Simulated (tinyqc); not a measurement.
RKS/PBE0 in the sto-3g basis, for LiH, spin multiplicity 1, step by step. Computed by tinyqc, a small Python program that keeps every step (integrals from PySCF). Settings: charge = 0, multiplicity = 1, basis = sto-3g, energy threshold = 1e-10, iteration cap = 84, orthogonalisation = canonical, start = core, DIIS depth = 4, DIIS from iteration = 2, method = RKS, functional = pbe0, grid = [10, 14]. Command: `OMP_NUM_THREADS=1 python tinyqc.py 25611 25612 out.jsonl` (the two numbers bound the seeds that draw the settings). One thread of a shared host (Intel(R) Xeon(R) Processor @ 2.60GHz), about 0.7 s of CPU time with the checks. Later iterations appear only in the table of the cycle.

## One-electron integrals

Geometry (angstrom):
```
atom        x        y        z
Li    0.00000  0.00000  0.00000
H     0.00000  0.00000  1.65700
```

Basis sto-3g: exponents (1/bohr^2) and contraction coefficients of normalised primitives:
```
element  l (shell)  exponent  coefficient
Li           s (1)  16.11958      0.15433
Li           s (1)   2.93620      0.53533
Li           s (1)   0.79465      0.44463
Li           s (2)   0.63629     -0.09997
Li           s (2)   0.14786      0.39951
Li           s (2)   0.04809      0.70012
Li           p (3)   0.63629      0.15592
Li           p (3)   0.14786      0.60768
Li           p (3)   0.04809      0.39196
H            s (1)   3.42525      0.15433
H            s (1)   0.62391      0.53533
H            s (1)   0.16886      0.44463
```

Overlap, kinetic and nuclear-attraction integrals over the contracted functions; the nuclear repulsion is the sum of Za Zb / Rab.

nuclear repulsion = 0.9580758 hartree

overlap S, lower triangle:
```
          1Li 1s   1Li 2s  1Li 2px  1Li 2py  1Li 2pz    2H 1s
1Li 1s   1.00000
1Li 2s   0.24114  1.00000
1Li 2px  0.00000  0.00000  1.00000
1Li 2py  0.00000  0.00000  0.00000  1.00000
1Li 2pz  0.00000  0.00000  0.00000  0.00000  1.00000
2H 1s    0.05888  0.38106  0.00000  0.00000  0.50177  1.00000
```

kinetic energy T (hartree), lower triangle:
```
           1Li 1s   1Li 2s  1Li 2px  1Li 2py  1Li 2pz    2H 1s
1Li 1s    3.57679
1Li 2s   -0.02024  0.10216
1Li 2px   0.00000  0.00000  0.31968
1Li 2py   0.00000  0.00000  0.00000  0.31968
1Li 2pz   0.00000  0.00000  0.00000  0.00000  0.31968
2H 1s    -0.01470  0.03840  0.00000  0.00000  0.11985  0.76003
```

nuclear attraction V (hartree), lower triangle:
```
           1Li 1s    1Li 2s   1Li 2px   1Li 2py   1Li 2pz     2H 1s
1Li 1s   -8.30224
1Li 2s   -1.04135  -1.49178
1Li 2px   0.00000   0.00000  -1.45022
1Li 2py   0.00000   0.00000   0.00000  -1.45022
1Li 2pz  -0.01501  -0.11897   0.00000   0.00000  -1.54566
2H 1s    -0.25207  -0.69675   0.00000   0.00000  -0.92916  -2.18275
```

core Hamiltonian H = T + V (hartree), lower triangle:
```
           1Li 1s    1Li 2s   1Li 2px   1Li 2py   1Li 2pz     2H 1s
1Li 1s   -4.72545
1Li 2s   -1.06159  -1.38962
1Li 2px   0.00000   0.00000  -1.13054
1Li 2py   0.00000   0.00000   0.00000  -1.13054
1Li 2pz  -0.01501  -0.11897   0.00000   0.00000  -1.22598
2H 1s    -0.26677  -0.65835   0.00000   0.00000  -0.80931  -1.42272
```

## Two-electron integrals

Functions are numbered as in S; the eight-fold symmetry (ij|kl) = (ji|kl) = (kl|ij) leaves the list below.

Two-electron integrals (ij|kl) in chemists' order, unique and non-zero (hartree):
```
(11|11) 1.68040   (21|11) 0.26542   (21|21) 0.04994   (22|11) 0.39773
(22|21) 0.09286   (22|22) 0.29056   (31|31) 0.00898   (32|31) 0.01379
(32|32) 0.06418   (33|11) 0.39664   (33|21) 0.09288   (33|22) 0.29050
(33|33) 0.31295   (41|41) 0.00898   (42|41) 0.01379   (42|42) 0.06418
(43|43) 0.01687   (44|11) 0.39664   (44|21) 0.09288   (44|22) 0.29050
(44|33) 0.27921   (44|44) 0.31295   (51|51) 0.00898   (52|51) 0.01379
(52|52) 0.06418   (53|53) 0.01687   (54|54) 0.01687   (55|11) 0.39664
(55|21) 0.09288   (55|22) 0.29050   (55|33) 0.27921   (55|44) 0.27921
(55|55) 0.31295   (61|11) 0.06292   (61|21) 0.01190   (61|22) 0.02254
(61|33) 0.02227   (61|44) 0.02227   (61|51) 0.00141   (61|52) 0.00273
(61|55) 0.02308   (61|61) 0.00310   (62|11) 0.14184   (62|21) 0.03349
(62|22) 0.11005   (62|33) 0.10445   (62|44) 0.10445   (62|51) 0.00545
(62|52) 0.03249   (62|55) 0.12113   (62|61) 0.00953   (62|62) 0.06835
(63|31) 0.00274   (63|32) 0.01260   (63|53) 0.00505   (63|63) 0.00500
(64|41) 0.00274   (64|42) 0.01260   (64|54) 0.00505   (64|64) 0.00500
(65|11) 0.17399   (65|21) 0.04152   (65|22) 0.14167   (65|33) 0.13213
(65|44) 0.13213   (65|51) 0.00846   (65|52) 0.04973   (65|55) 0.16059
(65|61) 0.01230   (65|62) 0.09650   (65|65) 0.13828   (66|11) 0.31842
(66|21) 0.07650   (66|22) 0.27561   (66|33) 0.25155   (66|44) 0.25155
(66|51) 0.01435   (66|52) 0.10385   (66|55) 0.32339   (66|61) 0.02276
(66|62) 0.21312   (66|65) 0.31274   (66|66) 0.77461
```

## Orthogonalisation

S = U s U^T; canonical form X = U s^(-1/2), so that X^T S X = 1. Each column of U has its largest component positive (the first on a tie).

eigenvalues of S: 0.36322  0.79957  1.00000  1.00000  1.17259  1.66462

X:
```
                1         2        3         4         5        6
1Li 1s    0.18025   0.79700  0.00000   0.00000   0.60317  0.17960
1Li 2s   -0.75705  -0.61877  0.00000   0.00000   0.47263  0.36663
1Li 2px   0.00000   0.00000  0.99295  -0.11851   0.00000  0.00000
1Li 2py   0.00000   0.00000  0.11851   0.99295   0.00000  0.00000
1Li 2pz  -0.90699   0.44785  0.00000   0.00000  -0.48736  0.39697
2H 1s     1.15105  -0.17889  0.00000   0.00000  -0.16763  0.52581
```

Within a degenerate level the vectors are fixed only up to a rotation; this is one choice.

## Starting guess

The start is the orbitals of the core Hamiltonian; D = 2 C_occ C_occ^T.

D at the start, lower triangle:
```
           1Li 1s   1Li 2s  1Li 2px  1Li 2py  1Li 2pz    2H 1s
1Li 1s    2.04488
1Li 2s   -0.11807  0.20221
1Li 2px   0.00000  0.00000  0.00000
1Li 2py   0.00000  0.00000  0.00000  0.00000
1Li 2pz  -0.06705  0.20793  0.00000  0.00000  0.21530
2H 1s    -0.13101  0.41573  0.00000  0.00000  0.43056  0.86106
```

## Iteration 1: exchange-correlation on the grid

Becke grid with 10 radial and 14 angular points per atom, points of zero weight dropped. rho = sum D_ij phi_i phi_j; V_xc,ij = sum w v_xc phi_i phi_j plus the gradient terms; v_xc is d(rho eps)/d rho at fixed gradient. Exact exchange is left to K.

The 8 grid points with the largest w rho, of 274 (bohr, atomic units):
```
x                y         z        w      rho  |grad rho|^2    eps_xc      v_xc
0.00000    0.00000   2.38139  0.92594  0.13307       0.06351  -0.33806  -0.42990
-0.37560   0.37560  -0.37560  0.20696  0.38842       4.26893  -0.50746  -0.53889
0.37560    0.37560  -0.37560  0.20696  0.38842       4.26893  -0.50746  -0.53889
0.37560   -0.37560  -0.37560  0.20696  0.38842       4.26893  -0.50746  -0.53889
-0.37560  -0.37560  -0.37560  0.20696  0.38842       4.26893  -0.50746  -0.53889
-0.37560   0.37560   0.37560  0.20696  0.38633       4.16708  -0.50609  -0.53829
0.37560   -0.37560   0.37560  0.20696  0.38633       4.16708  -0.50609  -0.53829
0.37560    0.37560   0.37560  0.20696  0.38633       4.16708  -0.50609  -0.53829
```

electrons on the grid, sum of w rho = 4.02563

E_xc = sum of w rho eps_xc = -1.7803087 hartree

V_xc (hartree), lower triangle:
```
           1Li 1s    1Li 2s   1Li 2px   1Li 2py   1Li 2pz     2H 1s
1Li 1s   -0.84231
1Li 2s   -0.10709  -0.11837
1Li 2px   0.00000   0.00000  -0.10648
1Li 2py   0.00000   0.00000   0.00000  -0.10648
1Li 2pz  -0.00277  -0.05587   0.00000   0.00000  -0.13939
2H 1s    -0.02648  -0.09578   0.00000   0.00000  -0.13764  -0.36735
```

## Iteration 1: building the Kohn-Sham matrix

J_ij = sum D_kl (ij|kl), K_ij = sum D_kl (ik|jl); F = H + J - 0.125 K + V_xc; E = tr D H + tr D J / 2 - 0.0625 tr D K + E_xc + E_nn.

Coulomb J (hartree), lower triangle:
```
          1Li 1s   1Li 2s  1Li 2px  1Li 2py  1Li 2pz    2H 1s
1Li 1s   4.06482
1Li 2s   0.69608  1.35759
1Li 2px  0.00000  0.00000  1.31940
1Li 2py  0.00000  0.00000  0.00000  1.31940
1Li 2pz  0.02832  0.18339  0.00000  0.00000  1.42669
2H 1s    0.17364  0.66421  0.00000  0.00000  0.89414  1.90722
```

exchange K (hartree), lower triangle:
```
          1Li 1s   1Li 2s  1Li 2px  1Li 2py  1Li 2pz    2H 1s
1Li 1s   3.38286
1Li 2s   0.52652  0.32233
1Li 2px  0.00000  0.00000  0.05014
1Li 2py  0.00000  0.00000  0.00000  0.05014
1Li 2pz  0.01457  0.28951  0.00000  0.00000  0.39196
2H 1s    0.14183  0.48543  0.00000  0.00000  0.62434  1.19369
```

Kohn-Sham matrix F (hartree), lower triangle:
```
           1Li 1s    1Li 2s  1Li 2px  1Li 2py   1Li 2pz     2H 1s
1Li 1s   -1.92581
1Li 2s   -0.53841  -0.19070
1Li 2px   0.00000   0.00000  0.07611
1Li 2py   0.00000   0.00000  0.00000  0.07611
1Li 2pz   0.00872  -0.02764  0.00000  0.00000   0.01232
2H 1s    -0.13734  -0.15059  0.00000  0.00000  -0.13085  -0.03206
```

total energy of this density = -7.9280868 hartree

## Iteration 1: diagonalisation and new density

Diagonalise F' = X^T F X, C = X C', fill 2 alpha and 2 beta electrons from the bottom; D = 2 C_occ C_occ^T. Each column has its largest component positive (the first on a tie).

F' = X^T F X (hartree), lower triangle:
```
          1         2        3        4         5         6
1   0.38060
2  -0.11461  -0.71549
3   0.00000   0.00000  0.07611
4   0.00000   0.00000  0.00000  0.07611
5  -0.07214  -0.86206  0.00000  0.00000  -1.01032
6  -0.02133  -0.33477  0.00000  0.00000  -0.43027  -0.31101
```

orbital energies (hartree): MO1 -1.92893, MO2 -0.13113, MO3 0.01084, MO4 0.07611, MO5 0.07611, MO6 0.39300

coefficients C:
```
              MO1       MO2       MO3       MO4      MO5       MO6
1Li 1s    0.98917  -0.18100  -0.20828   0.00000  0.00000   0.09576
1Li 2s    0.04102   0.51587   0.78108   0.00000  0.00000  -0.66024
1Li 2px   0.00000   0.00000   0.00000  -0.16359  0.98653   0.00000
1Li 2py   0.00000   0.00000   0.00000   0.98653  0.16359   0.00000
1Li 2pz  -0.00463   0.34261  -0.61970   0.00000  0.00000  -0.95754
2H 1s     0.00180   0.51212  -0.17844   0.00000  0.00000   1.16935
```

D after iteration 1, lower triangle:
```
           1Li 1s   1Li 2s  1Li 2px  1Li 2py  1Li 2pz    2H 1s
1Li 1s    2.02246
1Li 2s   -0.10560  0.53562
1Li 2px   0.00000  0.00000  0.00000
1Li 2py   0.00000  0.00000  0.00000  0.00000
1Li 2pz  -0.13319  0.35310  0.00000  0.00000  0.23480
2H 1s    -0.18182  0.52852  0.00000  0.00000  0.35089  0.52454
```

Within a degenerate level the vectors are fixed only up to a rotation; this is one choice.

## Iteration 2: exchange-correlation on the grid

As before.

The 8 grid points with the largest w rho, of 274 (bohr, atomic units):
```
x                y         z        w      rho  |grad rho|^2    eps_xc      v_xc
0.00000    0.00000   2.38139  0.92594  0.10473       0.02750  -0.31366  -0.40342
-0.37560   0.37560  -0.37560  0.20696  0.38920       4.20718  -0.50680  -0.53980
0.37560    0.37560  -0.37560  0.20696  0.38920       4.20718  -0.50680  -0.53980
0.37560   -0.37560  -0.37560  0.20696  0.38920       4.20718  -0.50680  -0.53980
-0.37560  -0.37560  -0.37560  0.20696  0.38920       4.20718  -0.50680  -0.53980
0.37560    0.37560   0.37560  0.20696  0.38121       4.03637  -0.50409  -0.53602
-0.37560  -0.37560   0.37560  0.20696  0.38121       4.03637  -0.50409  -0.53602
0.37560   -0.37560   0.37560  0.20696  0.38121       4.03637  -0.50409  -0.53602
```

electrons on the grid, sum of w rho = 4.03068

E_xc = sum of w rho eps_xc = -1.7028133 hartree

V_xc (hartree), lower triangle:
```
           1Li 1s    1Li 2s   1Li 2px   1Li 2py   1Li 2pz     2H 1s
1Li 1s   -0.84092
1Li 2s   -0.10807  -0.13740
1Li 2px   0.00000   0.00000  -0.12959
1Li 2py   0.00000   0.00000   0.00000  -0.12959
1Li 2pz  -0.00272  -0.05011   0.00000   0.00000  -0.14890
2H 1s    -0.02663  -0.09390   0.00000   0.00000  -0.13203  -0.34042
```

## Iteration 2: building the Kohn-Sham matrix

As before.

Coulomb J (hartree), lower triangle:
```
          1Li 1s   1Li 2s  1Li 2px  1Li 2py  1Li 2pz    2H 1s
1Li 1s   4.06481
1Li 2s   0.69813  1.36074
1Li 2px  0.00000  0.00000  1.33071
1Li 2py  0.00000  0.00000  0.00000  1.33071
1Li 2pz  0.02605  0.16438  0.00000  0.00000  1.41363
2H 1s    0.17331  0.63698  0.00000  0.00000  0.84820  1.76370
```

exchange K (hartree), lower triangle:
```
           1Li 1s   1Li 2s  1Li 2px  1Li 2py  1Li 2pz    2H 1s
1Li 1s    3.36364
1Li 2s    0.55203  0.41490
1Li 2px   0.00000  0.00000  0.07209
1Li 2py   0.00000  0.00000  0.00000  0.07209
1Li 2pz  -0.00734  0.30511  0.00000  0.00000  0.35784
2H 1s     0.13247  0.49263  0.00000  0.00000  0.54031  0.98100
```

Kohn-Sham matrix F (hartree), lower triangle:
```
           1Li 1s    1Li 2s  1Li 2px  1Li 2py   1Li 2pz     2H 1s
1Li 1s   -1.92202
1Li 2s   -0.54052  -0.21814
1Li 2px   0.00000   0.00000  0.06157
1Li 2py   0.00000   0.00000  0.00000  0.06157
1Li 2pz   0.00923  -0.04284  0.00000  0.00000  -0.00598
2H 1s    -0.13666  -0.17684  0.00000  0.00000  -0.16067  -0.12207
```

total energy of this density = -7.9518582 hartree

## Iteration 2: diagonalisation and new density

As before.

F' = X^T F X (hartree), lower triangle:
```
          1         2        3        4         5         6
1   0.31852
2  -0.10761  -0.72050
3   0.00000   0.00000  0.06157
4   0.00000   0.00000  0.00000  0.06157
5  -0.05622  -0.85981  0.00000  0.00000  -1.01731
6  -0.05158  -0.31611  0.00000  0.00000  -0.41893  -0.36942
```

orbital energies (hartree): MO1 -1.92545, MO2 -0.19578, MO3 0.00017, MO4 0.06157, MO5 0.06157, MO6 0.33236

coefficients C:
```
              MO1       MO2       MO3       MO4      MO5       MO6
1Li 1s    0.98848  -0.16881  -0.22060   0.00000  0.00000   0.09754
1Li 2s    0.04363   0.44677   0.82839   0.00000  0.00000  -0.65274
1Li 2px   0.00000   0.00000   0.00000  -0.25211  0.96770   0.00000
1Li 2py   0.00000   0.00000   0.00000   0.96770  0.25211   0.00000
1Li 2pz  -0.00429   0.30308  -0.56294   0.00000  0.00000  -1.00476
2H 1s     0.00121   0.58983  -0.21188   0.00000  0.00000   1.12636
```

D after iteration 2, lower triangle:
```
           1Li 1s   1Li 2s  1Li 2px  1Li 2py  1Li 2pz    2H 1s
1Li 1s    2.01120
1Li 2s   -0.06458  0.40302
1Li 2px   0.00000  0.00000  0.00000
1Li 2py   0.00000  0.00000  0.00000  0.00000
1Li 2pz  -0.11080  0.27044  0.00000  0.00000  0.18375
2H 1s    -0.19676  0.52715  0.00000  0.00000  0.35752  0.69581
```

Within a degenerate level the vectors are fixed only up to a rotation; this is one choice.

## Iteration 7 (converged): orbitals

converged F (hartree), lower triangle:
```
           1Li 1s    1Li 2s  1Li 2px  1Li 2py   1Li 2pz     2H 1s
1Li 1s   -1.93135
1Li 2s   -0.54222  -0.21567
1Li 2px   0.00000   0.00000  0.06123
1Li 2py   0.00000   0.00000  0.00000  0.06123
1Li 2pz   0.00973  -0.03640  0.00000  0.00000  -0.00072
2H 1s    -0.13676  -0.17067  0.00000  0.00000  -0.15107  -0.09626
```

As before.

F' = X^T F X (hartree), lower triangle:
```
          1         2        3        4         5         6
1   0.33645
2  -0.11007  -0.72527
3   0.00000   0.00000  0.06123
4   0.00000   0.00000  0.00000  0.06123
5  -0.06070  -0.86190  0.00000  0.00000  -1.02179
6  -0.04292  -0.32100  0.00000  0.00000  -0.42517  -0.35333
```

orbital energies (hartree): MO1 -1.93472, MO2 -0.17770, MO3 -0.00087, MO4 0.06123, MO5 0.06123, MO6 0.34934

coefficients C:
```
              MO1       MO2       MO3       MO4      MO5       MO6
1Li 1s    0.98865  -0.17521  -0.21475   0.00000  0.00000   0.09763
1Li 2s    0.04308   0.47828   0.80723   0.00000  0.00000  -0.65694
1Li 2px   0.00000   0.00000   0.00000  -0.00654  0.99998   0.00000
1Li 2py   0.00000   0.00000   0.00000   0.99998  0.00654   0.00000
1Li 2pz  -0.00462   0.30575  -0.58523   0.00000  0.00000  -0.99112
2H 1s     0.00107   0.56534  -0.20955   0.00000  0.00000   1.13928
```

D after iteration 7, lower triangle:
```
           1Li 1s   1Li 2s  1Li 2px  1Li 2py  1Li 2pz    2H 1s
1Li 1s    2.01625
1Li 2s   -0.08242  0.46122
1Li 2px   0.00000  0.00000  0.00000
1Li 2py   0.00000  0.00000  0.00000  0.00000
1Li 2pz  -0.11627  0.29207  0.00000  0.00000  0.18701
2H 1s    -0.19600  0.54088  0.00000  0.00000  0.34569  0.63923
```

Within a degenerate level the vectors are fixed only up to a rotation; this is one choice.

## Convergence

Stop when the energy changes by less than 1e-10 hartree and every element of the error matrix X^T (F D S - S D F) X is below 3e-06.

Course of the cycle:
```
iteration  E (hartree)     change  largest element of the error matrix
1           -7.9280868          -                             1.81e-01
2           -7.9518582  -2.38e-02                             5.97e-02
3           -7.9540669  -2.21e-03                             2.85e-02
4           -7.9548628  -7.96e-04                             1.79e-03
5           -7.9548679  -5.11e-06                             1.21e-04
6           -7.9548680  -2.93e-08                             2.04e-06
7           -7.9548680  -5.14e-12                             4.69e-09
```

PySCF RKS in the same basis, fine grid = -7.9256937 hartree

Converged in 7 iterations. The coarse grid moves the energy by -2.92e-02 hartree.

## Populations, bond orders and dipole

Mulliken: Z minus the diagonal of D S on the atom; Loewdin: the same with S^(1/2) D S^(1/2); Mayer order: 2 sum_s sum (D(s) S)_ij (D(s) S)_ji over the two atoms.

Charges (e):
```
atom  Mulliken   Loewdin
1Li    0.00725   0.00263
2H    -0.00725  -0.00263
```

Mayer bond orders:
```
pair    order
2-1   0.99995
```

dipole moment about the origin, x y z (debye): 0.00000  0.00000  -4.78166
